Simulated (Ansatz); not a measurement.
Reaction (SMILES): N#N (N2) + 3 [H][H] (H2) → 2 N (NH3)
B3LYP-D3(BJ)/def2-TZVP geometries, fixed; electronic energies without zero-point terms.
Largest species:
```xyz
4

N      0.0022    -0.0038     0.1116
H     -0.0020     0.9512    -0.2281
H      0.8095    -0.4644    -0.2929
H     -0.8232    -0.4600    -0.2599
```

The energy of full hydrogenation at CCSD(T) with Ansatz (an electronic-structure program), in kcal/mol, split into its Hartree-Fock and correlation parts. Cores are frozen. No added dispersion term, no relativity. Functions are those of the species that has most.

```tsv
basis	X	functions	Hartree-Fock	CCSD(T)
aug-cc-pVDZ	2	50	-39.45	-39.90
aug-cc-pVTZ	3	115	-34.91	-39.37
aug-cc-pVQZ	4	218	-34.31	-39.41
```

Worked estimate of the basis-set limit from each neighbouring pair, with Hartree-Fock from the larger set and the correlation part extrapolated as X^-3.
Correlation parts: X = 2: -0.45, X = 3: -4.46, X = 4: -5.10.
- (2,3): (27·(-4.46) - 8·(-0.45))/19 = -6.15; with Hartree-Fock -34.91 the estimate is -41.06 kcal/mol.
- (3,4): (64·(-5.10) - 27·(-4.46))/37 = -5.57; with Hartree-Fock -34.31 the estimate is -39.88 kcal/mol.
The last two estimates differ by 1.18 kcal/mol; the largest set lies 0.47 from the last. Over the last step Hartree-Fock moves by 0.60 and the correlation part by -0.64.
